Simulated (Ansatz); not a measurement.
# SiCl+ (quintet): the correlation ladder, cc-pVDZ

How much of the correlation energy of SiCl+ (quintet) does each wave-function method recover here?

Program: Ansatz 0.2.0, Gaussian basis. Level of theory: cc-pVDZ, core rule «outside noble gas», up to 10 orbitals frozen. These are calculated values, not measurements.

Plan: UHF; CCSD(T) on ROHF; CCSD(T) on UHF; BCCD(T) on ROHF; CISD; CCSDT(Q) on ROHF; CCSDT(Q) on UHF; CISDTQ; CCSDTQ on ROHF; CCSDTQ on UHF.

10 further runs of the same task are left out: 3 for a known fault of the program, 2 that didn't finish, 5 set aside as unsound or not needed.

## Step 1: The geometry

The geometry is a PBE0/def2-TZVP stationary point (not a proven minimum) of the parent state, kept for this charge and spin.

2 atoms, charge 1, spin multiplicity 5.

Atoms are counted from 1 here; the program's logs count them from 0.

Bond lengths: Si1–Cl2 2.058 Å.

Geometry (Å):

```
Si    0.0000    0.0000    0.0000
Cl    0.0000    0.0000    2.0579
```

## Step 2: UHF

Contents of in.yaml:

```yaml
crystal:
  periodic: [false, false, false]
  atoms:
    - {symbol: Si, position_ang: [0.000000, 0.000000, 0.000000]}
    - {symbol: Cl, position_ang: [0.000000, 0.000000, 2.057900]}
basis:
  gaussian: {orbitals: cc-pVDZ}
total_charge: 1
magnetization: {spin_polarized: true, initial_magnetization: 4}
hamiltonian: {xc: hf}
output: {orbitals: {seedname: orbitals}}
```

Launch:

```bash
$ ansatz run in.yaml --threads 1 --pin off --events-out ev --progress --plain --max-ram 4096MiB --backend cpu
```

After this run come: CCSD(T) on ROHF; CCSD(T) on UHF; BCCD(T) on ROHF; CISD; CCSDT(Q) on ROHF; CCSDT(Q) on UHF; CISDTQ; CCSDTQ on ROHF; CCSDTQ on UHF.

**Question.** What will the summary of the whole plan be? Wanted: UCCSDTQ below the RHF energy; RMP2 from UCCSDTQ; UMP2 from UCCSDTQ; RCCSD from UCCSDTQ; RCCSD(T) from UCCSDTQ; UCCSD(T) from UCCSDTQ; RCCSDT(Q) from UCCSDTQ; UCCSDT(Q) from UCCSDTQ; T1 diagnostic.

**Answer**, as computed:

| quantity | value |
| --- | --- |
| UCCSDTQ below the RHF energy | -4.5524 eV |
| RMP2 from UCCSDTQ | +72.7 kJ/mol |
| UMP2 from UCCSDTQ | +74.2 kJ/mol |
| RCCSD from UCCSDTQ | +10.6 kJ/mol |
| RCCSD(T) from UCCSDTQ | +2.4 kJ/mol |
| UCCSD(T) from UCCSDTQ | +2.3 kJ/mol |
| RCCSDT(Q) from UCCSDTQ | +0.1 kJ/mol |
| UCCSDT(Q) from UCCSDTQ | 0.0 kJ/mol |
| levels within 1 kcal/mol (43 meV) | RCCSD(T), UCCSD(T), BCCD(T), RCCSDT, UCCSDT, CISDTQ, RCCSDT(Q), UCCSDT(Q), RCCSDTQ |
| T1 diagnostic | 0.018 |

In words: RCCSD(T) lands +2.4 kJ/mol from the yardstick (0.5 % of the correlation energy). These misses are within one basis, not against nature; the frozen cores of restricted and unrestricted runs differ, which can shift their rows.
